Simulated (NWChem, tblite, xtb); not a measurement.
C2H4P2 (SMILES [H]/P=P/C=C): methods side by side

C2H4P2: 8 atoms, total charge 0, spin state singlet. SMILES: `[H]/P=P/C=C`. The coordinates come from a GFN2-xTB relaxation. This is one conformer, not always the lowest.

| atom | x (Å) | y (Å) | z (Å) |
| --- | --- | --- | --- |
| C | -0.3301 | 1.1005 | -0.7111 |
| C | 0.7125 | 0.6906 | 0.0002 |
| P | 0.9109 | -0.8916 | 0.8633 |
| P | -0.8575 | -1.8292 | 0.5261 |
| H | -0.3446 | 2.0662 | -1.1913 |
| H | -1.2082 | 0.4856 | -0.8383 |
| H | 1.5769 | 1.3374 | 0.1037 |
| H | -0.4598 | -2.9596 | 1.2474 |

Quantity: the dipole moment, in D. The values are calculated.

| level | kind | program | value (D) |
| --- | --- | --- | --- |
| GFN2-xTB | semi-empirical | tblite | 0.63 |
| GFN0-xTB | semi-empirical | xtb | 0.81 |
| GFN1-xTB | semi-empirical | xtb | 0.33 |
| IPEA1-xTB | semi-empirical | tblite | 1.02 |
| HF/STO-3G | Hartree–Fock | NWChem | 0.10 |
| HF/3-21G | Hartree–Fock | NWChem | 1.47 |
| B3LYP/6-31G* (spherical functions) | global hybrid | NWChem | 1.26 |
| B3LYP/6-31G* (Cartesian functions) | global hybrid | NWChem | 1.26 |
| B3LYP/def2-SVPD | global hybrid | NWChem | 1.15 |

The values span 0.10 to 1.47 D. Magnitudes only. Sets without polarisation functions give poor dipoles.
